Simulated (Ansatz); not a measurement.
# NH2− (SMILES [NH2-]): one structure at several levels

An exercise on one series of results from a longer session: the logs are not shown, and one member is left open.

The runs use Ansatz 0.2.0, Gaussian basis; single points in def2-TZVPPD.

Correlated methods freeze the cores. B3LYP uses VWN-RPA correlation.

## The system as given

3 atoms, charge -1, spin multiplicity 1.

Atoms are counted from 1 here; the program's logs count them from 0.

Bond lengths: N1–H2 0.977 Å, N1–H3 0.985 Å. Angles: H2–N1–H3 109.3°.

As a file:

```xyz
3
charge -1, multiplicity 1
N     0.34610   -0.15970    0.17000
H     0.15730    0.79690    0.22940
H    -0.39210   -0.60900   -0.30210
```

Set-up of the first run:

File run/in.yaml:

```yaml
crystal:
  periodic: [false, false, false]
  atoms:
    - {symbol: N, position_ang: [0.346100, -0.159700, 0.170000]}
    - {symbol: H, position_ang: [0.157300, 0.796900, 0.229400]}
    - {symbol: H, position_ang: [-0.392100, -0.609000, -0.302100]}
basis:
  gaussian: {orbitals: "def2-TZVPPD.json"}
total_charge: -1
correlation: {method: ccsd_t}
output: {forces: true}
```

The basis file named in the input lies beside it (Basis Set Exchange, JSON).

No record of the launch command was kept for these runs.

Among the steps run: CCSD(T)/def2-TZVPPD; PBE0-D4/def2-TZVPPD; wB97M-V/def2-TZVPPD; r2SCAN-D4/def2-TZVPPD; PBE-D4/def2-TZVPPD; SPW92/def2-TZVPPD; B3LYP-D4/def2-TZVPPD.

One of the session's tables, all rows but one given; the rest of the session is left out.

```
   method  RMS force component (eV/Å)  angle to CCSD(T) forces (°)
  CCSD(T)                       1.355                    reference
  PBE0-D4                       1.283                          0.4
  wB97M-V                       1.246                          0.6
r2SCAN-D4                       1.324                          0.3
   PBE-D4                       1.493                          2.3
    SPW92                           ?                            ?
 B3LYP-D4                       1.287                          0.8
```

**Question.** Estimate the row for SPW92.

**Answer.** RMS force component (eV/Å): 1.490; angle to CCSD(T) forces (°): 3.7. In the column «RMS force component (eV/Å)» it lies between CCSD(T) (1.355) and PBE-D4 (1.493).

To keep in mind: The anion's highest level is positive in at least one run, so there the basis alone may hold the extra electron.
